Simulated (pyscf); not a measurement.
PySCF, gas phase, ωB97X-D3(BJ)/def2-SVP geometries.

SMILES: C[O][Al]([OH])[O]C
```xyz
13

C      0.7462    -1.9102    -0.3561
O     -0.1551    -0.8899    -0.6707
Al    -0.2003     0.7869    -0.4689
O      1.0867     1.5836     0.2972
O     -1.5362     1.6548    -1.0367
C     -2.7173     1.2953    -1.6942
H      0.2683    -2.6607     0.2994
H      1.6493    -1.5364     0.1617
H      1.0753    -2.4331    -1.2725
H      1.1303     2.5304     0.4423
H     -2.7922     1.8141    -2.6671
H     -3.5987     1.5867    -1.0947
H     -2.7829     0.2077    -1.8851
```
Charge 0, spin multiplicity 1.

Task: What is the homolytic dissociation enthalpy (298 K, ωB97M-D3(BJ)/def2-TZVP) of the Al–O bond of H₃C–O–Al(OH)–O–CH₃, to H₃C–O• + [H₃C–O–Al–OH]•?

Result: Al–O to H₃C–O• + [H₃C–O–Al–OH]•: 4.96 eV. The 7 functionals that were run give +4.52 (PBE) to +4.96 eV (ωB97M-D3(BJ)). The radicals are drawn with the spin at the cut bond; how far it spreads was not checked. H₃C–O–Al(OH)–O–CH₃ lies 0.74 eV over its isomer H₃C–CH₂–O–Al(OH)–OH, and others may lie lower still (electronic energy, ωB97M-D3(BJ)). H₃C–O• lies 0.30 eV over its isomer •H₂C–OH, and others may lie lower still (electronic energy, ωB97M-D3(BJ)). Other isomers of [H₃C–O–Al–OH]• were not searched in full and may lie lower.
